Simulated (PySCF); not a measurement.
# C4H4F2: the cost of one run

Computed with PySCF 2.14.0, with density-fitted response routines of our own, on a single molecule in the gas phase. Atoms count from 0, in the outputs and in this text.

### Step 1. The molecule as given

10 atoms, charge 0, multiplicity 1; geometry from: GFN2-xTB. The atoms were then displaced at random by about 0.01 Å, so the start is not that level's minimum.

Bonds of the start (Å): F0–C1 1.34, C1–C2 1.45, C2–C3 1.35, C3–F4 1.28, C3–C5 1.49, C5–C2 1.53, C1–H6 1.09, C1–H7 1.09, C5–H8 1.10, C5–H9 1.08.

### Step 2. Relaxing the molecule at PBE0-D3(BJ)/def2-SVP

Job settings and geometry (Å):

```
{"job": {"xc": "PBE0", "basis": "def2-SVP", "d3": "d3bj", "grid": 1, "shake": 0.01, "kind": "geom"}, "charge": 0, "multiplicity": 1}
F     -1.823220     1.553460     0.051510
C     -1.466050     0.260130    -0.024610
C     -0.019060     0.128870    -0.005480
C      1.243480     0.595420     0.042020
F      2.042270     1.599980     0.095100
C      1.131250    -0.886490    -0.017970
H     -1.904120    -0.251300     0.835840
H     -1.858050    -0.137800    -0.959980
H      1.335100    -1.473880     0.892660
H      1.368830    -1.409320    -0.930150
```

On the command line:

```sh
$ OMP_NUM_THREADS=1 python probes_run.py task.json out
```

One launch serves the whole session: the jobs run in the order shown.

**Question.** How long does this first job take on 1 thread of Arm Neoverse V1, shared host, and how much memory does it need?

About 26 s, with a peak of 0.42 GiB.
